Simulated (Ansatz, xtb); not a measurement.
A geometry optimisation of AlH3OP with r2SCAN-D4/def2-SVP

The starting geometry of this gas-phase doublet has its atoms placed at random.

```xyz
6

Al   -0.0523   -0.3914    0.6926
O    -0.0886    1.1601    1.1139
P     1.0061    0.4138   -1.0392
H    -0.8410    0.5595   -0.2588
H     0.0073   -1.9705   -0.4881
H    -0.4235    0.4239   -1.9313
```

**Question.** One run relaxed it with r2SCAN-D4/def2-SVP. What is a likely outcome?

**Answer.** It ends as `[O][AlH][PH2]`. Distances that change by over a tenth: P3–H6 (1.69 → 1.43 Å). Contacts that open: Al1–H4 (1.56 → 2.84 Å). Contacts that close: Al1–H5 (1.97 → 1.58 Å), P3–H4 (2.01 → 1.43 Å).

The energy falls by 5.55 eV over 17 steps:

```tsv
step	E − E(last) (eV)
1	5.548
3	2.437
5	1.016
6	0.641
8	0.201
10	0.020
12	0.004
13	0.000
15	0.000
17	0.000
```

Final geometry (Å):

```yaml
atoms:
  - { symbol: Al, position_ang: [-0.0485, -0.7354, 0.3682] }
  - { symbol: O, position_ang: [-0.6903, 0.2400, 1.6179] }
  - { symbol: P, position_ang: [0.6667, 0.7148, -1.3342] }
  - { symbol: H, position_ang: [0.0627, 1.8699, -0.7505] }
  - { symbol: H, position_ang: [0.0732, -2.3099, 0.3597] }
  - { symbol: H, position_ang: [-0.4558, 0.4160, -2.1719] }
```

From the same start GFN2-xTB reaches the same bonding as this run.

From so rough a start the end depends on the optimiser's path, so another program may land elsewhere. The end wasn't checked by frequencies. Open shells are spin-unrestricted. Run with Ansatz 0.2.0, 2.1 min on 1 thread of Arm Neoverse V2, with other jobs on the host.
